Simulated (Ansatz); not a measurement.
The input, for Ansatz 0.2.0:

```yaml
crystal:
  periodic: [false, false, false]
  atoms:
    - {symbol: In, position_ang: [0.000000, 0.000000, 1.325867]}
    - {symbol: H, position_ang: [0.000000, 0.000000, -4.317133]}
    - {symbol: H, position_ang: [0.000000, 0.000000, 2.991267]}
basis:
  gaussian: {orbitals: def2-TZVPP}
total_charge: 1
magnetization: {spin_polarized: true, initial_magnetization: 0}
correlation: {method: ccsdt_q, electrons: outside_noble_gas}
```

```sh
$ ansatz run in.yaml --threads 1 --pin off --events-out ev --progress --plain --max-ram 2393MiB
```

The program prints:

```
1087 factors; integrals over basis functions are off by at most 1.9e-7 eV
mean field evaluation 1: about -5163.2224 eV, gradient 1.0e1 eV
mean field evaluation 2: about -5163.2228 eV, gradient 1.0e1 eV
mean field evaluation 4: about -5164.8565 eV, gradient 4.9e0 eV
mean field evaluation 8: about -5166.1275 eV, gradient 1.8e0 eV
mean field evaluation 16: about -5166.1808 eV, gradient 2.1e-2 eV
mean field evaluation 32: about -5170.4913 eV, gradient 3.5e0 eV
mean field evaluation 64: about -5169.6263 eV, gradient 5.0e0 eV
mean field evaluation 96: about -5170.6171 eV, gradient 5.5e-1 eV
mean field evaluation 128: about -5167.0882 eV, gradient 1.2e-2 eV
mean field evaluation 160: about -5167.0882 eV, gradient 2.8e-4 eV
...
mean field -5170.63111170 eV, -190.0171885752 hartree, gradient 2.4e-6 eV, S^2 1.031725; 5 other end points of the search recorded, 0 dependent functions left out
determinant -5170.63111170 eV, -190.0171885752 hartree, with singles and doubles -5171.78882494 eV, -190.0597337522 hartree
determinant -5166.18084945 eV, -189.8536444540 hartree, with singles and doubles -5170.54337772 eV, -190.0139644110 hartree
9 core orbitals not correlated: weight in the atoms' cores, before any rotation towards them, 0.993 or more for the frozen orbitals, at most 0.006 for the correlated occupied ones
reference -5170.63111170 eV, -190.0171885752 hartree; 2, 2 occupied and 67, 67 virtual orbitals, 1087 factors
second order -0.80784219 eV of doubles, -0.00000000 eV of singles
...
cycle  10  -1.12380697 eV  change   -2.7e-6 eV  update   5.6e-6
cycle  11  -1.12380709 eV  change   -1.2e-7 eV  update   5.3e-6
cycle  12  -1.12380697 eV  change    1.2e-7 eV  update   5.2e-6
cycle  13  -1.12380542 eV  change    1.6e-6 eV  update   5.1e-6
cycle  14  -1.12380498 eV  change    4.4e-7 eV  update   4.7e-6
cycle  15  -1.12380662 eV  change   -1.6e-6 eV  update   2.8e-6
cycle  16  -1.12380742 eV  change   -8.1e-7 eV  update   1.4e-6
cycle  17  -1.12380722 eV  change    2.1e-7 eV  update   9.9e-7
cycle  18  -1.12380670 eV  change    5.1e-7 eV  update   6.6e-7
cycle  19  -1.12380671 eV  change   -9.0e-9 eV  update   2.7e-7
perturbative correction -0.00000030 eV, -0.0000000110 hartree
Total energy: -5171.75491871 eV, -190.0584877211 hartree
```

The determinant's ⟨S²⟩ is 1.03 against 0.00 for a pure state.

Ran on 1 thread of Arm Neoverse V2, shared host: 44 s wall, 0.59 GiB peak host memory.
